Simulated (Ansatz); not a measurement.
# H5OPSi: the cost of one run

Method: UHF/def2-SVP, in Ansatz 0.2.0.

## Step 1: The starting structure

Bond lengths: Si1–O2 1.596 Å, O2–P3 1.610 Å, Si1–H4 1.440 Å, Si1–H5 1.526 Å, Si1–H6 1.524 Å, P3–H7 1.475 Å, P3–H8 1.388 Å. Angles: Si1–O2–P3 111.3°, O2–Si1–H4 112.1°, O2–Si1–H5 110.8°, O2–Si1–H6 113.2°, H4–Si1–H5 105.3°, H4–Si1–H6 110.0°, H5–Si1–H6 105.0°, O2–P3–H7 97.2°, O2–P3–H8 98.8°, H7–P3–H8 92.5°.

As a file:

```xyz
8

Si   -0.6126    0.8272   -0.4528
O     0.7984    0.1680   -0.1019
P     0.6425   -0.9923    1.0030
H    -1.5350   -0.1304   -1.0049
H    -0.4562    1.9003   -1.5263
H    -1.2516    1.5444    0.7307
H     2.0771   -1.3064    1.1445
H     0.4296   -2.0680    0.1518
```

## Step 2: Preparing the start

input.yaml reads:

```yaml
crystal:
  periodic: [false, false, false]
  atoms:
    - { symbol: Si, position_ang: [-0.6126, 0.8272, -0.4528] }
    - { symbol: O, position_ang: [0.7984, 0.168, -0.1019] }
    - { symbol: P, position_ang: [0.6425, -0.9923, 1.003] }
    - { symbol: H, position_ang: [-1.535, -0.1304, -1.0049] }
    - { symbol: H, position_ang: [-0.4562, 1.9003, -1.5263] }
    - { symbol: H, position_ang: [-1.2516, 1.5444, 0.7307] }
    - { symbol: H, position_ang: [2.0771, -1.3064, 1.1445] }
    - { symbol: H, position_ang: [0.4296, -2.068, 0.1518] }
magnetization:
  spin_polarized: true
basis:
  gaussian: { orbitals: def2-SVP }
hamiltonian:
  xc: hf
relax:
  f_tol: 0.02
  max_steps: 40
```

The run is started by

```bash
$ ansatz run input.yaml --threads 1 --pin off --max-ram 2048MiB --backend cpu --events-out ev --progress --plain --runs-dir out
```

Q: Estimate wall time and peak memory on 1 thread of Arm Neoverse V1, shared host.

About 32 s, with a peak of 0.17 GiB.
